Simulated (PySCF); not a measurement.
Molecule: `C=CCC(N)=S`, C4H7NS.

Mapped SMILES: `[CH2:1]=[CH:2][CH2:3][C:4]([NH2:5])=[S:6]`. Hydrogens are named by the atom that carries them. Ha(C1) is cis to C3; Ha(N5) is cis to the C=O or C=S heteroatom; Hb(C1) is trans to C3; Hb(N5) is trans to the C=O or C=S heteroatom.

Geometry PBE0-D3(BJ)/def2-SVP throughout; GIAO in PySCF 2.14.0 with density-fitted response routines, gas phase, one conformer, non-relativistic; equivalent atoms averaged; functional PBE0.

Question: How do the absolute shieldings σ depend on the basis set? (a selection of nuclei; ppm; last column core-seconds on 1 thread of an x86-64 server CPU, shared host)

Answer: 
```tsv
basis set	functions	C4	C2	C1	N5	H(C2)	Hb(C1)	Ha(N5)	Ha(C1)	Hb(N5)	core-s
STO-3G	41	93.9	122.5	127.3	220.3	27.13	27.17	27.31	27.39	27.62	3.4
6-31G	72	0.6	66.7	79.1	131.9	26.15	26.89	26.55	26.88	26.30	6.7
6-31G*	102	1.0	64.5	76.8	131.1	25.87	26.63	26.08	26.66	26.10	9.5
def2-SVP	123	-4.3	58.2	73.2	134.2	25.45	26.06	25.49	26.07	25.32	11
pcSseg-1	144	-23.7	39.5	56.0	113.6	25.25	25.71	25.01	25.80	25.00	10
6-311+G(2d,p)	212	-20.3	42.9	61.4	116.8	25.27	25.96	25.05	26.02	25.17	22
def2-TZVP	234	-22.9	41.6	60.7	118.5	25.25	25.94	25.07	26.01	25.10	28
```

Question: Which nucleus among those listed moves most, in ppm?

Answer: C4 (thiocarbonyl carbon): from -23.7 ppm with pcSseg-1 to 93.9 ppm with STO-3G. The smallest spread is 1.45 ppm, at Hb(C1). Proton shifts span only some 12 ppm, so a few tenths of a ppm matter as much there as several ppm in carbon.

Question: Taking the largest basis, def2-TZVP (234 functions), as the yardstick, rank the others by their worst heavy-atom deviation.

Answer: 6-311+G(2d,p) 2.5 ppm (212 functions), pcSseg-1 4.9 ppm (144 functions), def2-SVP 18.5 ppm (123 functions), 6-31G* 23.8 ppm (102 functions), 6-31G 25.1 ppm (72 functions), STO-3G 116.8 ppm (41 functions).

A small basis that lands close on one nucleus may do so by chance; judge by the trend and by all nuclei.
